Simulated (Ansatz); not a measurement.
Relaxation of CH3MgSi (6 atoms, charge 0, multiplicity 2), to a largest force component of 0.02 eV/Å in at most 40 steps.

Theory: UKS BLYP/6-31G in Ansatz 0.2.0.

```xyz
6
Properties=species:S:1:pos:R:3
C -0.251 0.066 -0.613
Mg 1.165 -1.748 0.177
Si -0.301 0.025 1.214
H -0.201 1.004 -1.165
H -0.892 -0.657 -1.136
H 0.481 1.309 1.522
```

Q: Where does it end, and by what steps?

A: The forces met the threshold. Limits of this set-up: no polarisation functions. After 15 steps the energy has fallen by 0.239 eV; Mg2 moved furthest, 0.59 Å. Parted: Mg2–Si3.

```tsv
step	energy less start (eV)	largest force component (eV/Å)	accepted
0	0.0000	0.934	yes
1	-0.1000	1.005	yes
2	-0.1726	0.484	yes
3	-0.1843	0.296	yes
4	-0.1895	0.221	yes
5	-0.1938	0.153	yes
6	-0.1972	0.157	yes
7	-0.2015	0.155	yes
8	-0.2042	0.116	yes
9	-0.2112	0.088	yes
10	-0.2188	0.296	yes
11	-0.2302	0.170	yes
12	-0.2372	0.161	yes
13	-0.2388	0.083	yes
14	-0.2392	0.031	yes
15	-0.2393	0.009	yes
```

```xyz
6
Properties=species:S:1:pos:R:3
C -0.285 -0.081 -0.440
Mg 1.336 -1.618 -0.372
Si -0.682 0.316 1.362
H 0.202 0.667 -1.095
H -1.041 -0.674 -0.986
H 0.470 1.390 1.531
```

Whether the end is a true minimum wasn't checked by a vibrational analysis.

Run time: 43 s on 1 CPU thread of a shared host.
